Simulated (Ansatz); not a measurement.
# SiH4S (triplet): the correlation ladder at distance Si1–H5 along a hydrogen transfer = 2.310 Å, cc-pVDZ

Aim: climb from Hartree-Fock through coupled cluster and multireference methods for SiH4S (triplet) at one geometry and basis, and see what each rung misses.

Method: cc-pVDZ, core rule «outside noble gas», up to 10 orbitals frozen; program: Ansatz 0.2.0, Gaussian basis.

The runs, in order: UHF; CCSD(T) on ROHF; CCSD(T) on UHF; BCCD(T) on ROHF; CISD; CCSDT(Q) on ROHF; CCSDT(Q) on UHF; CASSCF and MRCISD+Q, 4 electrons in 4 orbitals; CASSCF and NEVPT2, 4 electrons in 4 orbitals.

11 further runs of the same task are left out: 1 for a mislabelled method, 7 that didn't finish, 3 set aside as unsound or not needed.

## Step 1: What is computed

The geometry derives from fragments relaxed apart (PBE0/def2-TZVP) and kept rigid, so it is no stationary point. A hydrogen atom is moved between rigid fragments.

6 atoms, charge 0, spin multiplicity 3.

Atoms are counted from 1 here; the program's logs count them from 0.

Bond lengths: Si1–H2 1.485 Å, Si1–H3 1.485 Å, Si1–H4 1.485 Å, H5–S6 1.380 Å. Angles: H2–Si1–H3 109.5°, H2–Si1–H4 109.5°, H3–Si1–H4 109.5°.

Coordinates:

```
Si   -1.8565    0.0000    0.0000
H    -2.3513    1.3997    0.0000
H    -2.3513   -0.6999    1.2122
H    -2.3513   -0.6999   -1.2122
H     0.4535    0.0000    0.0000
S     1.8335    0.0000    0.0000
```

## Step 2: UHF

The input, in.yaml:

```yaml
crystal:
  periodic: [false, false, false]
  atoms:
    - {symbol: Si, position_ang: [-1.856460, 0.000000, 0.000000]}
    - {symbol: H, position_ang: [-2.351332, 1.399708, 0.000001]}
    - {symbol: H, position_ang: [-2.351331, -0.699854, 1.212183]}
    - {symbol: H, position_ang: [-2.351332, -0.699854, -1.212182]}
    - {symbol: H, position_ang: [0.453540, 0.000000, 0.000000]}
    - {symbol: S, position_ang: [1.833540, 0.000000, 0.000000]}
basis:
  gaussian: {orbitals: cc-pVDZ}
magnetization: {spin_polarized: true, initial_magnetization: 2}
hamiltonian: {xc: hf}
output: {orbitals: {seedname: orbitals}}
```

Launch:

```sh
$ ansatz run in.yaml --threads 1 --pin off --events-out ev --progress --plain --max-ram 2393MiB
```

After this run come: CCSD(T) on ROHF; CCSD(T) on UHF; BCCD(T) on ROHF; CISD; CCSDT(Q) on ROHF; CCSDT(Q) on UHF; CASSCF and MRCISD+Q, 4 electrons in 4 orbitals; CASSCF and NEVPT2, 4 electrons in 4 orbitals.

Before running them: what should the planned runs give, taken together? Wanted: UCCSDT(Q) below the RHF energy; RMP2 from UCCSDT(Q); UMP2 from UCCSDT(Q); RCCSD from UCCSDT(Q); RCCSD(T) from UCCSDT(Q); UCCSD(T) from UCCSDT(Q); RCCSDT(Q) from UCCSDT(Q); NEVPT2 pair from UCCSDT(Q); MRCISD+Q pair from UCCSDT(Q).

As calculated:

```
                         quantity                                                   value
   UCCSDT(Q) below the RHF energy                                              -7.4002 eV
              RMP2 from UCCSDT(Q)                                           +140.5 kJ/mol
              UMP2 from UCCSDT(Q)                                           +141.3 kJ/mol
             RCCSD from UCCSDT(Q)                                            +17.0 kJ/mol
          RCCSD(T) from UCCSDT(Q)                                             +3.5 kJ/mol
          UCCSD(T) from UCCSDT(Q)                                             +3.5 kJ/mol
         RCCSDT(Q) from UCCSDT(Q)                                              0.0 kJ/mol
       NEVPT2 pair from UCCSDT(Q)                                           +138.6 kJ/mol
     MRCISD+Q pair from UCCSDT(Q)                                             +5.1 kJ/mol
levels within 1 kcal/mol (43 meV)  RCCSD(T), UCCSD(T), BCCD(T), RCCSDT, UCCSDT, RCCSDT(Q)
                    T1 diagnostic                                                   0.017
```

RCCSD(T) lands +3.5 kJ/mol from the yardstick (0.5 % of the correlation energy). Of the multireference levels listed MRCISD+Q pair comes nearest in total energy (+5.1 kJ/mol), which doesn't show that its space is the better one. These misses are within one basis, not against nature; the frozen cores of restricted and unrestricted runs differ, which can shift their rows.
